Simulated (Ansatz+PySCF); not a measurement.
Two shapes of doublet H₂O(+).

Shape 1:

```xyz
3

O     0.0000    0.0000   -0.1168
H     0.0000    0.8204    0.4674
H     0.0000   -0.8204    0.4674
```

Shape 2:

```xyz
3

O     0.0000    0.0000   -0.1262
H     0.0000    0.8860    0.5048
H     0.0000   -0.8860    0.5048
```

Basis set: def2-SVP (spherical functions). Frozen core: 1 orbital. Correlation on ROHF uses semicanonical orbitals with singles. Charge 1, multiplicity 2.

Computed with Ansatz (development build ahead of 0.2.0); each method stands on the lowest determinant of its kind that the runs found.

(1) Which shape is lower in energy, and by how much in each method?

Results:

(1)

```tsv
method	E(2) − E(1) (eV)
UHF	0.373
ROHF-MP2	0.254
UHF-MP2	0.253
ROHF-CCSD(T)	0.233
UHF-CCSD(T)	0.233
```

Shape 1 is lower.
